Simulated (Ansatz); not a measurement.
The same path of C2H2FS (6 atoms, charge 0, multiplicity 2) was run 3 times with different band settings. Lost on the way: S4–H6. Made: C3–H6.

Computed with Ansatz 0.2.0, UKS PBE0-D4/6-31G*.

Relaxed end points:

```xyz
6
Properties=species:S:1:pos:R:3
F 1.432 0.065 -1.166
C 0.205 -0.428 -0.916
C -0.438 -0.256 0.220
S -0.039 0.304 1.767
H -0.199 -0.971 -1.766
H -0.961 1.287 1.862
```

```xyz
6
Properties=species:S:1:pos:R:3
F 1.393 -0.395 -0.953
C 0.123 -0.214 -0.661
C -0.304 0.198 0.569
S 0.713 0.531 1.873
H -0.540 -0.426 -1.496
H -1.385 0.305 0.669
```

Common settings: movable images 7; climbing image yes; spring 5.0 eV/Å²; start path through a guess of the saddle point; iteration limit 60; end points relaxed.

| run | optimiser | force threshold | largest step |
| --- | --- | --- | --- |
| 1 | quadratic models (default) | 0.05 eV/Å | default |
| 2 | lbfgs | 0.05 eV/Å | 0.02 Å |
| 3 | quadratic models (default) | 0.5 eV/Å | default |

Task: What does each run give, and how far can it be trusted?

Result: Run 1: converged after 8 iterations, highest image 1.399 eV above the first end. A vibrational analysis at the climbing image gives one clearly imaginary mode, 1730i cm⁻¹: a first-order saddle point.
Run 2: converged after 34 iterations, highest image 1.399 eV above the first end. Another band between the same ends (7 images) ends at a top of the same energy, where a vibrational analysis finds 1 clearly imaginary mode.
Run 3: converged after 5 iterations, highest image 1.407 eV above the first end. The threshold of 0.5 eV/Å is loose, so the images may lie well off the minimum-energy path. Neighbouring images differ by up to 1.2 eV, so the band resolves the path poorly. The order of the stationary point at the top wasn't checked.
